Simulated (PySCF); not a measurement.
Compound: C3H5S2 (doublet state).
Z-matrix (Å and degrees, GFN2-xTB geometry), rows numbered from 1:
```
C 
C   1  1.4582
S   2  1.8676  1  106.84
C   3  1.8057  2   90.11  1   -44.90
S   1  1.7075  2  116.61  3    37.14
H   1  1.0716  2  123.94  3  -126.15
H   2  1.0873  1  113.29  3   119.25
H   2  1.0941  1  113.54  3  -114.52
H   4  1.0897  3  110.28  2   -79.60
H   4  1.0863  3  109.90  2   158.08
```

Identity: `[CH]1CSCS1` [radical].

Theory: UKS B3LYP, pcH-1 on C H S, non-relativistic, mean-field spin-orbit, GIAO (PySCF). The structure is a single GFN2-xTB conformer in the gas phase; no vibrational or solvent corrections. Couplings are sensitive to structure, and on GFN2-xTB geometries they can be far from those on DFT ones. Stability of the SCF solution: not tested.

Problem. Where do the isotropic ENDOR lines of H7/H8, H6 and H9/H10 fall at 3331.7 mT, to first order?

Solution. ν± = |νn ± a/2|, one line for each electron-spin manifold; νn = |g_N| × 7.62259 MHz/T × B.

| nuclei | isotope | g_N | νn (MHz) | a_iso (MHz) | lower line (MHz) | upper line (MHz) |
| --- | --- | --- | --- | --- | --- | --- |
| H7/H8 | 1H | 5.5857 | 141.86 | 50.16 | 116.77 | 166.94 |
| H6 | 1H | 5.5857 | 141.86 | -34.33 | 124.69 | 159.02 |
| H9/H10 | 1H | 5.5857 | 141.86 | 5.44 | 139.13 | 144.58 |

Problem. Which pairs are centred on the nuclear Larmor frequency, and which on half the coupling?

Solution. Centred on νn, since |a| < 2νn: H7/H8, H6 and H9/H10. No pair has |a| > 2νn.

Nuclei that the bonding pattern makes equivalent are averaged, as if the motion that swaps them (rotation, inversion, ring flip) were fast. The 1H value of +50.2 MHz is a mean of couplings from 8.0 to 92.3 MHz in this one geometry, not an average over conformers. The 1H value of +5.4 MHz is a mean of couplings from 1.7 to 9.2 MHz in this one geometry, not an average over conformers.
